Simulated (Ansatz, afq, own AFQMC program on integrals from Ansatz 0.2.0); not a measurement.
AFQMC on a folder of integrals that Ansatz 0.2.0 wrote.

```yaml
crystal:
  periodic: [false, false, false]
  atoms:
    - {symbol: Si, position_ang: [0.000000, -0.189784, 2.270383]}
    - {symbol: Ge, position_ang: [0.000000, 0.076486, -0.898450]}
    - {symbol: H, position_ang: [0.000000, 1.217587, 2.827264]}
    - {symbol: H, position_ang: [0.000000, -1.441601, -1.340531]}
basis:
  gaussian: {orbitals: cc-pVDZ}
magnetization: {spin_polarized: true, initial_magnetization: 2}
correlation: {method: ccsd_t, electrons: outside_noble_gas, hamiltonian_folder: ham}
```

```sh
$ ansatz run in.yaml --threads 1 --pin off --events-out ev --progress --plain --max-ram 1382MiB
```

Options of the walk:

```
--method phaseless --trial hf --walkers 120 --populations 1 --least-time 40 --time-step 0.005 --steps-per-block 20 --equilibration-blocks 160 --max-blocks 600 --target-error 0.00228 --factor-cut 1e-05 --start spin_pure --seed 9379 --taylor-order 6
```

Times are imaginary, in 1/Eh. The walk had a cap of 1086 s. Filled inner d shells are frozen with the cores.

```
orbitals 36  electrons 6 4  factors 266 of 601
reference energy -2365.29967721 Eh
CCSD correlation -0.19149031 Eh in 16 cycles, weight of the determinant in the CISD state 0.8242
energy of the start -2365.300727 Eh
 block  time / (1/Eh)  mean weight  energy / Eh
     1     0.100  1.0005  -2365.326813
     2     0.200  1.0008  -2365.347041
     3     0.300  1.0005  -2365.367697
     4     0.400  1.0023  -2365.382410
     5     0.500  1.0019  -2365.398112
     9     0.900  0.9993  -2365.430587
    43     4.300  1.0001  -2365.508346
    71     7.100  0.9995  -2365.517128
    99     9.900  0.9999  -2365.503508
   155    15.500  0.9996  -2365.500952
   211    21.100  0.9984  -2365.482010
   239    23.900  1.0010  -2365.466724
   267    26.700  0.9992  -2365.486536
   323    32.300  0.9994  -2365.513623
   379    37.900  0.9997  -2365.496224
   435    43.500  1.0003  -2365.486814
   491    49.100  1.0013  -2365.497016
   547    54.700  1.0002  -2365.513877
blocks merged  error / Eh  count
     1  0.000614  400
     2  0.000832  200
     4  0.001102  100
     8  0.001410  50
    16  0.001698  25
    32  0.002069  12
energy -2365.489318 +/- 0.001698 Eh
(rows thinned)
```

Question: Estimate how long the walk took on 1 thread of Intel(R) Xeon(R) 6975P-C (Granite Rapids) (shared host).

Answer: 2.2 min of wall time.

The run passed its tests (sampling time, drift between the halves within three errors, error under three times the target), which doesn't prove that it has relaxed. The second half of the sampling lies below the first by 2.2 errors of their difference, so the energy may still be moving and its error bar be too small.

Against this walk (error 46.2 meV) on the same determinant: CCSD(T) 284.3 meV lower, CCSDT(Q) 390.3 meV lower, a separate phaseless walk with a CISD trial and standard settings 278.7 ± 48.7 meV lower. The error is statistical and leaves out the bias of the constraint. None of these is a sure reference here.

Cautions: constraint bias not in the error; no relativity below Rb; no spin-orbit coupling; inner d shell frozen; lower spins were not checked; the search met a lower determinant of the same kind, perhaps of another symmetry (282 meV lower), and this one is a saddle point; unrestricted determinant slightly spin contaminated (⟨S²⟩ 2.08 against 2.00); the CCSD(T) amplitudes may be one of several solutions (largest double 0.17); the CCSDT(Q) amplitudes may be one of several solutions (largest double 0.22).

CCSDT and higher add their correlation energy to the determinant of the CCSD(T) run, since their own runs factorise the integrals more tightly (a shift of under 2 meV). A walk keeps the symmetry of its determinant, which the program's search chose and which needn't be the lowest solution, so a lower state of the same spin and another symmetry isn't excluded.
